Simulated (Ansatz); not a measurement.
C2H4ClF (`FCCCl`) from Hartree–Fock to CCSD(T)

| atom | x (Å) | y (Å) | z (Å) |
| --- | --- | --- | --- |
| F1 | -0.150 | -1.666 | -0.548 |
| C2 | -0.586 | -0.510 | 0.056 |
| C3 | 0.516 | 0.507 | 0.123 |
| Cl4 | 0.963 | 1.120 | -1.485 |
| H5 | -1.441 | -0.129 | -0.509 |
| H6 | -0.905 | -0.758 | 1.075 |
| H7 | 1.412 | 0.075 | 0.567 |
| H8 | 0.193 | 1.360 | 0.721 |

Charge 0, multiplicity 1. Geometry: relaxed with PBE0-D4/def2-TZVP. It is one conformer, not always the lowest. Frozen core, restricted reference, Ansatz 0.2.0. CBS rows extrapolate triple and quadruple zeta; past MP2 they add the triple-zeta difference.

```json
{"basis": "def2-SVP", "HF (Eh)": "-636.71028", "MP2 corr.": "-0.59844"}
{"basis": "def2-TZVPP", "HF (Eh)": "-637.08475", "MP2 corr.": "-0.78250"}
{"basis": "def2-QZVPP", "HF (Eh)": "-637.10562", "MP2 corr.": "-0.84887"}
```

Question: Estimate the CCSD correlation energy and the (T) correction in each basis where they were run (hartree).

Answer: 
```json
{"basis": "def2-SVP", "CCSD corr.": "-0.63917", "(T)": "-0.01454"}
{"basis": "def2-TZVPP", "CCSD corr.": "-0.81977", "(T)": "-0.03001"}
{"basis": "CBS(def2)", "CCSD corr.": "-0.93531", "(T)": "as TZ"}
```
